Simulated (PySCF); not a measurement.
Consider `N#P` (NP). Coordinates in Å; atoms count from 1 in this order:
```
N     0.7470   -0.0061   -0.0053
P    -0.7415    0.0086   -0.0230
```

Energies: ωB97X-D3(BJ)/ma-def2-TZVP (PySCF, density fitting, integration grid level 2) on PBE0-D3(BJ)/def2-SVP structures. The prefix ma- adds one diffuse s and one diffuse p function on all atoms but H. Thermal corrections: PBE0-D3(BJ)/def2-SVP frequencies, unscaled, ideal gas at 298.15 K and 1 bar, quasi-RRHO entropy.

What are the vertical and the adiabatic ionisation energy for forming the radical cation?

11.97 eV vertical and 11.96 eV adiabatic, the latter with zero-point energy.

Where does the unpaired spin of the relaxed radical cation sit?

N1 (nitrogen) 1.07 (intrinsic atomic orbital populations).

What oxidation potential follows in dichloromethane (IEF-PCM), given that Fc+/Fc comes at 4.70 V absolute with this functional and basis?

In the gas phase ΔG of oxidation is 11.941 eV, and solvation is -20.6 kJ/mol for the parent and -276.1 kJ/mol for the product, so the absolute potential is 9.29 V, or 4.59 V against Fc+/Fc. Fc+/Fc in dichloromethane, 4.70 V, is ωB97X-D3(BJ)/ma-def2-TZVP on PBE0-D3(BJ)/def2-SVP structures with GFN2-xTB thermal terms. Benchmark calculations put it near 5.0 V in acetonitrile and DMSO, so it is about 0.3 V low, and the value against it can read up to that much too high. The solvent is electrostatics only, on gas-phase structures; the absolute scale refers to an electron at rest in vacuum.

How far is −ε(HOMO) from the vertical value by ΔSCF?

−ε(HOMO) = 11.89 eV, which is 0.08 eV below the ΔSCF value.
